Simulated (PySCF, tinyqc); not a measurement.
Coupled-perturbed Hartree-Fock on RHF in the sto-6g basis, for BH, spin multiplicity 1, step by step. The lowest restricted solution is unstable here: a spin-polarised one lies 0.0134 hartree lower (PySCF). One step of it, computed by the program tinyqc.

Task: Coupled step 1. U_ai = -(mu_ai + sum_bj [4 (ai|bj) - (ab|ij) - (aj|bi)] U_bj) / (e_a - e_i); alpha = -4 sum U_ai mu_ai.

uncoupled U:
```
,i1,i2,i3
a4,0.000000,0.000000,0.000000
a5,0.000000,0.000000,0.000000
a6,0.011332,-0.487065,0.885707
```

dipole integrals <a|z|i> (bohr):
```
,i1,i2,i3
a4,0.000000,0.000000,0.000000
a5,0.000000,0.000000,0.000000
a6,-0.092716,0.652148,-0.879901
```

orbital energies (hartree): MO1 -7.434426, MO2 -0.591478, MO3 -0.245986, MO4 0.267017, MO5 0.267017, MO6 0.747458

Two-electron integrals over orbitals (pq|rs), unique and non-zero (hartree):
```
p,q,r,s,(pq|rs)
1,1,1,1,2.902068
2,1,1,1,-0.226965
2,1,2,1,0.030138
2,2,1,1,0.600862
2,2,2,1,-0.000251
2,2,2,2,0.597279
3,1,1,1,-0.225247
3,1,2,1,0.024573
3,1,2,2,-0.019895
3,1,3,1,0.037069
3,2,1,1,0.086974
3,2,2,1,-0.008488
3,2,2,2,-0.073609
3,2,3,1,0.002310
3,2,3,2,0.059830
3,3,1,1,0.705961
3,3,2,1,-0.016366
3,3,2,2,0.413541
3,3,3,1,0.004017
3,3,3,2,0.049426
3,3,3,3,0.577085
4,1,4,1,0.022053
4,2,4,1,0.018631
4,2,4,2,0.058543
4,3,4,1,0.018768
4,3,4,2,0.042612
4,3,4,3,0.064919
4,4,1,1,0.743106
4,4,2,1,-0.008328
4,4,2,2,0.461304
4,4,3,1,-0.007149
4,4,3,2,0.041619
4,4,3,3,0.510053
4,4,4,4,0.587109
5,1,5,1,0.022053
5,2,5,1,0.018631
5,2,5,2,0.058543
5,3,5,1,0.018768
5,3,5,2,0.042612
5,3,5,3,0.064919
5,4,5,4,0.031641
5,5,1,1,0.743106
5,5,2,1,-0.008328
5,5,2,2,0.461304
5,5,3,1,-0.007149
5,5,3,2,0.041619
5,5,3,3,0.510053
5,5,4,4,0.523827
5,5,5,5,0.587109
6,1,1,1,0.154131
6,1,2,1,-0.025451
6,1,2,2,-0.012728
6,1,3,1,-0.007565
6,1,3,2,0.012219
6,1,3,3,0.024722
6,1,4,4,0.004204
6,1,5,5,0.004204
6,1,6,1,0.031987
6,2,1,1,-0.191597
6,2,2,1,0.003611
6,2,2,2,0.008530
6,2,3,1,0.011653
6,2,3,2,-0.052145
6,2,3,3,-0.038458
6,2,4,4,-0.091839
6,2,5,5,-0.091839
6,2,6,1,0.004320
6,2,6,2,0.124049
6,3,1,1,0.077326
6,3,2,1,-0.003667
6,3,2,2,-0.055623
6,3,3,1,0.007799
6,3,3,2,0.050084
6,3,3,3,0.076673
6,3,4,4,0.035895
6,3,5,5,0.035895
6,3,6,1,0.010257
6,3,6,2,-0.051516
6,3,6,3,0.070096
6,4,4,1,-0.012148
6,4,4,2,-0.037182
6,4,4,3,-0.015258
6,4,6,4,0.033589
6,5,5,1,-0.012148
6,5,5,2,-0.037182
6,5,5,3,-0.015258
6,5,6,5,0.033589
6,6,1,1,0.684187
6,6,2,1,-0.004115
6,6,2,2,0.588017
6,6,3,1,-0.019826
6,6,3,2,-0.061544
6,6,3,3,0.457000
6,6,4,4,0.479487
6,6,5,5,0.479487
6,6,6,1,-0.008491
6,6,6,2,0.016549
6,6,6,3,-0.042042
6,6,6,6,0.619876
```

Give: U after step 1; polarisability.

Result:

U after step 1:
```
,i1,i2,i3
a4,0.0000,0.0000,0.0000
a5,0.0000,0.0000,0.0000
a6,0.0077,-0.5042,1.0595
```

polarisability = 5.0471 bohr^3
